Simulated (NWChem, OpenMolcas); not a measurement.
# Predicting a hybrid from its neighbours: HS− (hydrosulfide)

The species is HS− (2 atoms), meant as a singlet with charge -1. As SMILES, `[SH-]`. The coordinates come from a PBE0-D4/def2-TZVPD relaxation.

The HOMO–LUMO gap y, in eV, basis 3-21G; a is the functional's share of exact exchange. Programs: NWChem 7.3.0, OpenMolcas 26.06.

| functional | program | a | y (eV) |
| --- | --- | --- | --- |
| r2SCAN | OpenMolcas | 0 | 6.32 |
| PBE | OpenMolcas | 0 | 5.72 |
| TPSSh | NWChem | 0.1 | 6.94 |
| B3LYP | OpenMolcas | 0.2 | ? |
| PBE0 | OpenMolcas | 0.25 | 8.02 |

Task: Fit y = c + s·a to the known rows and predict B3LYP.

Result: 
1. Means of the 4 rows: a = 0.0875, y = 6.750.
2. Σ(Δa)² = 0.041875, Σ(Δa·Δy) = 0.3365, so the slope is 0.3365/0.041875 = 8.0358.
3. Intercept: 6.750 − (8.0358) × 0.0875 = 6.047. The largest residual of the fit is 0.33.
4. B3LYP: 6.047 + (8.0358) × 0.2 = 7.65 eV.

The run gave 7.47 eV, so the prediction is off by +0.18 eV, within the scatter of the fit. Exact exchange lowers occupied levels and raises empty ones. The rows mix families of semi-local functionals, which the line can't see.
